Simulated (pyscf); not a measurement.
H₃C–Cd–CH₃ + H₂ -> H₃C–CdH + CH₄ (four-centre exchange; singlet surface; C–Cd, H–H broken, Cd–H, C–H formed). Structures and frequencies: ωB97X-D3(BJ)/def2-SVP in PySCF. Energies in eV from the separated reactants.

```csv
level,barrier,reaction energy
ωB97X-D3(BJ)/def2-TZVP,2.04,-0.52
r²SCAN/def2-TZVP,1.90,-0.55
B3LYP-D3(BJ)/def2-TZVP,2.04,-0.57
PBE0-D3(BJ)/def2-TZVP,1.90,-0.56
ωB97M-D3(BJ)/def2-TZVP,2.02,-0.60
HF/def2-TZVP,2.44,-0.84
```

The functionals in the table span 0.14 eV in this barrier, from PBE0-D3(BJ) to ωB97X-D3(BJ)/def2-TZVP. At the saddle there is also a short Cd–H contact that neither side keeps. One saddle was located; it need not be the lowest between these sides. Elements past Kr carry the def2 core potentials, without spin-orbit coupling.
